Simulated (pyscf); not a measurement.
Optimised with ωB97X-D3(BJ)/def2-SVP in PySCF.

Question: Estimate the classical barrier height and the reaction energy of F–CH•–CH₂–C(F)(F)–F -> H₂C=CH–F + trifluoromethyl (F–C•(F)–F) at ωB97M-D3(BJ)/def2-TZVP. The step runs on the doublet surface, breaks C–C and forms none; take the reactant's lowest minimum found as zero.

Answer: ΔE‡ = 37.1 kcal/mol, ΔE = +35.3 kcal/mol. Zero-point energy shifts the barrier by -2.0 kcal/mol. It is a bond scission, with an imaginary mode of 254i cm⁻¹. One saddle was located; it need not be the lowest between these sides.
